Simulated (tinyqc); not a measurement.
Worked calculation: extended Hueckel theory, for BH3. One step of it, computed by the program tinyqc.

Question. Mulliken analysis. P = C n C^T; charge = valence electrons (H 1, B 3) minus the sum of (P S)_ii on the atom; overlap population = 2 sum P_ij S_ij between two atoms.

coefficients:
```
              MO1        MO2        MO3        MO4        MO5        MO6        MO7
1B 2s    0.539911  -0.000004   0.000000   0.004830   0.000000  -0.002145   1.417272
1B 2px  -0.000001   0.382314   0.000000   0.000000   0.000000   1.278689   0.002458
1B 2py   0.000000   0.000000   0.382275   0.000000   1.278185   0.000000   0.000000
1B 2pz   0.000020   0.000000   0.000000   0.999984   0.000000   0.000012  -0.008353
2H 1s    0.283298   0.600132   0.000000  -0.001381   0.000000  -0.963785  -0.763762
3H 1s    0.283142  -0.300255   0.519916  -0.001381  -0.835244   0.483776  -0.760577
4H 1s    0.283142  -0.300255  -0.519916  -0.001381   0.835244   0.483776  -0.760577
```

occupations: 2.000000  2.000000  2.000000  0.000000  0.000000  0.000000  0.000000

overlap S, lower triangle:
```
           1B 2s     1B 2px     1B 2py     1B 2pz     2H 1s     3H 1s     4H 1s
1B 2s   1.000000
1B 2px  0.000000   1.000000
1B 2py  0.000000   0.000000   1.000000
1B 2pz  0.000000   0.000000   0.000000   1.000000
2H 1s   0.467946   0.518492   0.000000  -0.002519  1.000000
3H 1s   0.467651  -0.259219   0.448809  -0.002517  0.080617  1.000000
4H 1s   0.467651  -0.259219  -0.448809  -0.002517  0.080617  0.080582  1.000000
```

Give: charges; Overlap populations.

Answer.

charges: 1B 0.690, 2H -0.230, 3H -0.230, 4H -0.230

Overlap populations:
```
pair      value
2-1    0.762143
3-1    0.761794
3-2   -0.032240
4-1    0.761794
4-2   -0.032240
4-3   -0.032229
```
